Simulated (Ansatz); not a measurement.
Several settings on one geometry of LiSi2 (the lowest doublet isomer of a short search) (that of the charge 0 doublet, PBE-D4/def2-TZVP). Ansatz on 4 threads of Arm Neoverse V2 on a shared host; times are rough.

Cartesian coordinates in Å:
```
Li 0.0031 -0.3419 -1.5117
Si 0.9617 -0.2586 0.8549
Si -0.9648 0.6004 0.6568
```

Totals from different functionals, basis sets or treatments of relativity can't be compared as stabilities.

B3LYP takes the VWN-RPA correlation. Correlated methods freeze 10 core orbitals; core or outer-core shells of Li are correlated, in sets that lack core-valence functions.

The spins typed aren't always the lowest for that charge.

Q: Give the basis size and estimate the energy, ⟨S²⟩, dipole and time of these runs.

| run | method | charge | state | further keys |
| --- | --- | --- | --- | --- |
| 1 | UKS B3LYP/cc-pVTZ | 0 | doublet | forces asked |
| 2 | UKS revPBE/pcseg-2 | 0 | doublet | scf: {lower_state_search: full} |
| 3 | UKS ωPBEh/def2-TZVP | 0 | doublet | scf: {lower_state_search: off}; forces asked |
| 4 | RHF, mp2/pcseg-2 | 1 | singlet | point_charges: [{charge: 1.00, position_ang: [4.241, 0.933, 0.080]}]; scf: {omitted_lower_state_checks: [starts]} |

A: 
```csv
run,functions,energy (Eh),⟨S²⟩,dipole (D),wall time
1,98,-586.4899,0.76,5.39,3.7 s
2,83,-586.3418,0.76,–,4.5 s
3,88,-586.2120,0.76,5.56,0.75 s
4,83,-585.0547,–,–,0.3 s
```

At RHF, mp2/pcseg-2 the restricted singlet (for correlated methods, its reference) is unstable: a solution with broken spin symmetry lies lower. A triplet lies near this restricted singlet, and broken spin symmetry wasn't tried.
